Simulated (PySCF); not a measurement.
# C2H2N2: core ionisation energies

Species: C-cyanomethanimine, C2H2N2.
Structure used (GFN2-xTB), in Å, numbered top down from 1:
```
atom  x, y, z in Å
H1    -1.9984   -0.4003    0.2366
N2    -1.0571   -0.6324   -0.0720
C3    -0.1559    0.1759    0.2611
C4     1.1978   -0.0534   -0.1206
N5     2.2996   -0.1873   -0.4003
H6    -0.2828    1.0995    0.8466
```

Method: delta-SCF UKS SCAN, pcX-2 on the ionised atom, pcseg-1 elsewhere, spin-free X2C in PySCF 2.14.0. Each binding energy is the total energy of the core-ionised species, with the hole localised on one atom, minus that of the ground state; both are solved self-consistently, so orbital relaxation is included.

Task: Give the core binding energies atom by atom.

Result: 
```json
{"atom(s)": "N2", "environment": "imine nitrogen", "level": "N 1s", "binding energy (eV)": "405.99", "above the level's lowest (eV)": "+0.14", "count": "1"}
{"atom(s)": "C3", "environment": "imine carbon", "level": "C 1s", "binding energy (eV)": "294.05", "above the level's lowest (eV)": "+1.17", "count": "1"}
{"atom(s)": "C4", "environment": "nitrile carbon", "level": "C 1s", "binding energy (eV)": "292.88", "above the level's lowest (eV)": "0.00", "count": "1"}
{"atom(s)": "N5", "environment": "nitrile nitrogen", "level": "N 1s", "binding energy (eV)": "405.85", "above the level's lowest (eV)": "0.00", "count": "1"}
```

Lowest listed C 1s: C4, bonded to N (triple bond) and C. Highest, 1.17 eV above it: C3, bonded to N (double bond), C and H.

The 2 N 1s values lie within 0.14 eV of each other; Gaussian lines of 0.5 eV full width would blend them into one maximum.

Task: Give the binding energy of N 1s of N2 (atom 2) in hartree and in kJ/mol.

Result: 405.99 eV = 14.9199 Eh = 39172 kJ/mol.

The unrestricted hole states depart most from a pure doublet (⟨S²⟩ = 0.75; over 0.85 named) for C 1s of C3 (0.88), which makes this value less certain. Isolated species at its GFN2-xTB geometry, gas phase.

Time: 9.2 s of wall time. Hardware: one thread of an Arm Neoverse V1, no GPU, shared host.
